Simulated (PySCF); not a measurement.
# Basis-set dependence of population analyses: dimethylphosphine

Species: dimethylphosphine, C2H7P.
Bonds: C1–P2, P2–C3. Hydrogens: H4, H5, H6 on C1; H7 on P2; H8, H9, H10 on C3.

PBE0 throughout (PySCF), one geometry, spherical d and f functions. Geometry: PBE0-D3(BJ)/def2-SVP; no solvent, vibrations or thermal averaging. Atoms taken as equivalent share a column and are averaged.

Mulliken charges (e):

```json
{"basis": "pcSseg-0", "functions": "45", "C1/C3": "-1.030", "P2": "+0.355", "H4 (×6)": "+0.264", "H7": "+0.119"}
{"basis": "cc-pVDZ", "functions": "81", "C1/C3": "-0.244", "P2": "+0.068", "H4 (×6)": "+0.070", "H7": "+0.001"}
{"basis": "aug-cc-pVDZ", "functions": "136", "C1/C3": "+0.341", "P2": "-0.007", "H4 (×6)": "-0.176", "H7": "+0.378"}
{"basis": "IGLO-III", "functions": "184", "C1/C3": "-0.571", "P2": "+0.382", "H4 (×6)": "+0.146", "H7": "-0.113"}
{"basis": "cc-pVTZ", "functions": "192", "C1/C3": "-0.345", "P2": "+0.050", "H4 (×6)": "+0.106", "H7": "+0.007"}
```

IAO charges (e):

```json
{"basis": "pcSseg-0", "functions": "45", "C1/C3": "-0.607", "P2": "+0.279", "H4 (×6)": "+0.158", "H7": "-0.012"}
{"basis": "cc-pVDZ", "functions": "81", "C1/C3": "-0.597", "P2": "+0.341", "H4 (×6)": "+0.149", "H7": "-0.039"}
{"basis": "aug-cc-pVDZ", "functions": "136", "C1/C3": "-0.607", "P2": "+0.335", "H4 (×6)": "+0.152", "H7": "-0.035"}
{"basis": "IGLO-III", "functions": "184", "C1/C3": "-0.620", "P2": "+0.366", "H4 (×6)": "+0.153", "H7": "-0.044"}
{"basis": "cc-pVTZ", "functions": "192", "C1/C3": "-0.618", "P2": "+0.354", "H4 (×6)": "+0.154", "H7": "-0.041"}
```

Hirshfeld charges (e):

```
      basis  functions   C1/C3      P2  H4 (×6)      H7
   pcSseg-0         45  -0.152  +0.106   +0.037  -0.022
    cc-pVDZ         81  -0.158  +0.098   +0.041  -0.028
aug-cc-pVDZ        136  -0.175  +0.106   +0.044  -0.024
   IGLO-III        184  -0.173  +0.112   +0.043  -0.023
    cc-pVTZ        192  -0.169  +0.098   +0.044  -0.026
```

Some averages cover members that differ in this geometry, most widely: H4 (×6), Mulliken in aug-cc-pVDZ -0.210 to -0.130 e.

Problem. Which scheme is steadiest as the basis changes?

Solution. Largest range over the bases for any column: Hirshfeld 0.02 e, IAO 0.09 e, Mulliken 1.37 e. Hirshfeld charges move least and Mulliken charges most, counted in e.

Problem. How much do the charges still move between the two largest bases, IGLO-III and cc-pVTZ?

Solution. At most, over all atoms: Mulliken 0.333 e, IAO 0.012 e, Hirshfeld 0.013 e.

Problem. What do the same runs give for the total energy, the frontier levels and the dipole moment?

Solution. 
| basis | energy (Eh) | HOMO (eV) | LUMO (eV) | μ (D) |
| --- | --- | --- | --- | --- |
| pcSseg-0 | -420.9516 | -6.67 | 1.42 | 1.55 |
| cc-pVDZ | -421.5421 | -6.59 | 1.26 | 1.28 |
| aug-cc-pVDZ | -421.5488 | -6.70 | -0.14 | 1.34 |
| IGLO-III | -421.5865 | -6.66 | 0.54 | 1.18 |
| cc-pVTZ | -421.5860 | -6.69 | 0.79 | 1.30 |

The dipole is fixed by the density alone, so its range of 0.37 D shows that the density itself changes with the basis, not only its division among atoms.
